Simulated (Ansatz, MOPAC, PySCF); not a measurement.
Barrier height from CH3 (SMILES [CH3]) + H2 to the transition structure CH5, without zero-point energy, on the benchmark's geometries as Psi4's copy of the set gives them.
Transition structure (charge 0, multiplicity 2):
```xyz
6

C      0.000     0.265     0.000
H      1.053     0.517     0.000
H     -0.527     0.517     0.912
H     -0.527     0.517    -0.912
H      0.000    -1.118     0.000
H      0.000    -2.022     0.000
```
Reactant (charge 0, multiplicity 2):
```json
[
 {"atom": "C", "x (Å)": "0.0000", "y (Å)": "0.0000", "z (Å)": "0.0000"},
 {"atom": "H", "x (Å)": "0.0000", "y (Å)": "0.0000", "z (Å)": "1.0773"},
 {"atom": "H", "x (Å)": "0.0000", "y (Å)": "0.9330", "z (Å)": "-0.5387"},
 {"atom": "H", "x (Å)": "0.0000", "y (Å)": "-0.9330", "z (Å)": "-0.5387"}
]
```

Open shells are unrestricted; no spin–orbit coupling.

Correlated levels freeze the cores. CBS(a, b) extrapolates the correlation energy as X⁻³ and adds the Hartree–Fock energy of set b. The state that PM3, PM7 reach isn't checked; PM7 holds dispersion and hydrogen-bond terms.

Run with Ansatz (Gaussian orbitals); MOPAC for PM3, PM7 (differences of heats of formation); PySCF for the dispersion terms. 

```tsv
level	barrier height (eV)
PM3	0.543
PM7	1.029
PBE-D4/def2-TZVPPD	0.141
BLYP-D3(BJ)/def2-TZVPPD	0.259
revPBE/def2-TZVPPD	0.313
r2SCAN-D4/def2-TZVPPD	0.323
B3LYP-D4/def2-TZVPPD	0.342
PBE0/def2-TZVPPD	[?]
CCSD(T)/CBS(aug-cc-pVDZ, aug-cc-pVTZ)	[?]
```

Fill in the missing entries.


- PBE0/def2-TZVPPD, barrier height (eV): 0.300
- CCSD(T)/CBS(aug-cc-pVDZ, aug-cc-pVTZ), barrier height (eV): 0.508

Ansatz is a program for electronic structure.
